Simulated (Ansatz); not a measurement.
`CCCC(C)CCC` → `CCC(C)(C)C(C)C`  (isomerisation)

Calculated with Ansatz (gas phase, PBE0-D4/def2-TZVP geometries, no zero-point term in ΔE). CBS: MP2 limit from def2 TZ/QZ plus the TZ coupled-cluster correction, frozen cores. DFT in def2-TZVPP. B3LYP here is the variant with VWN-RPA as its local correlation; programs differ in this. HSE06 is defined as in plane-wave codes. One conformer a species, not always the lowest.

```json
{"level": "LDA (SPW92)", "ΔE (kJ/mol)": "-9.6", "difference from CCSD(T)/CBS": "-4.8"}
{"level": "revPBE-D4", "ΔE (kJ/mol)": "-4.1", "difference from CCSD(T)/CBS": "0.7"}
{"level": "BLYP-D4", "ΔE (kJ/mol)": "0.1", "difference from CCSD(T)/CBS": "4.9"}
{"level": "PBE0-D4", "ΔE (kJ/mol)": "1.1", "difference from CCSD(T)/CBS": "5.9"}
{"level": "r2SCANh-D4", "ΔE (kJ/mol)": "-0.7", "difference from CCSD(T)/CBS": "4.1"}
{"level": "BHLYP-D4", "ΔE (kJ/mol)": "3.3", "difference from CCSD(T)/CBS": "8.1"}
{"level": "PBE", "ΔE (kJ/mol)": "9.8", "difference from CCSD(T)/CBS": "14.6"}
{"level": "revPBE", "ΔE (kJ/mol)": "19.5", "difference from CCSD(T)/CBS": "24.3"}
{"level": "B3LYP", "ΔE (kJ/mol)": "16.0", "difference from CCSD(T)/CBS": "20.8"}
{"level": "r2SCANh", "ΔE (kJ/mol)": "1.8", "difference from CCSD(T)/CBS": "6.6"}
{"level": "HSE06", "ΔE (kJ/mol)": "9.2", "difference from CCSD(T)/CBS": "14.0"}
{"level": "CCSD/def2-SVP", "ΔE (kJ/mol)": "0.4", "difference from CCSD(T)/CBS": "5.2"}
{"level": "CCSD(T)/def2-SVP", "ΔE (kJ/mol)": "-3.4", "difference from CCSD(T)/CBS": "1.4"}
{"level": "HF/def2-TZVPP", "ΔE (kJ/mol)": "23.3", "difference from CCSD(T)/CBS": "28.1"}
{"level": "MP2/def2-QZVPP", "ΔE (kJ/mol)": "-10.2", "difference from CCSD(T)/CBS": "-5.4"}
{"level": "CCSD/CBS(def2)", "ΔE (kJ/mol)": "-0.2", "difference from CCSD(T)/CBS": "4.6"}
{"level": "CCSD(T)/CBS", "ΔE (kJ/mol)": "-4.8", "difference from CCSD(T)/CBS": "0"}
```

Largest T1 diagnostic among the species: 0.009.

In def2-TZVPP, CCSD(T) changes the Hartree–Fock value by −28.8 kJ/mol (the triples alone add −4.6 kJ/mol) and MP2 by −34.1 kJ/mol. From BLYP to BHLYP (50 % exact exchange), in def2-TZVPP and without D4, ΔE moves by −5.4 kJ/mol.
